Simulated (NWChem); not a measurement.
Molecule: SiCl₄; SMILES Cl[Si](Cl)(Cl)Cl

Results from NWChem. Coordinates come from a PBE0/def2-SVP optimisation.

Problem. Estimate the computed values for B3LYP/STO-3G. Quantities: highest occupied level (eV); orbital gap (eV).

Solution. 
```
Property                     Value
---------------------------  -----
highest occupied level (eV)  -7.95
orbital gap (eV)              8.15
```
